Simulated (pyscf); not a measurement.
A first-order saddle from PySCF, ωB97X-D3(BJ)/def2-SVP:

```xyz
7

C     -0.9259    -0.6450    -0.2386
Si     0.7654    -0.4245    -0.2085
H     -2.1540     1.2941    -0.1155
H     -1.6439     0.5313    -0.1635
H      1.7478    -1.5311    -0.2782
H      1.2905     0.9532    -0.1068
Cl    -1.9387    -2.0009    -0.3422
```
Charge 0, spin multiplicity 2.

Surface: doublet, charge 0. Lowest wavenumbers (cm⁻¹): 1302i, 202, 257, 279, 400.

### Question
Name the species on either side of this saddle.

### Answer
H₂Si=CH–Cl + H atom (H•) <-> H₂Si=C•–Cl + hydrogen (H₂), a hydrogen abstraction read from left to right: C–H broken and H–H formed. At ωB97M-D3(BJ)/def2-TZVP it lies +11.6 kcal/mol from the left side and +11.3 kcal/mol from the right (each side as separated species at their lowest minima found). This saddle turned up in a search for another step; its sides and bond changes are read from the two ends of the descent. H₂Si=CH–Cl lies 53.2 kcal/mol over its isomer H₃C–Si:–Cl [singlet] (electronic energy, ωB97M-D3(BJ)/def2-TZVP). H₂Si=C•–Cl lies 59.0 kcal/mol over its isomer [H₂C=Si–Cl]• (electronic energy, ωB97M-D3(BJ)/def2-TZVP). One saddle was located; it need not be the lowest between these sides. The angle at the transferred H is 178°.
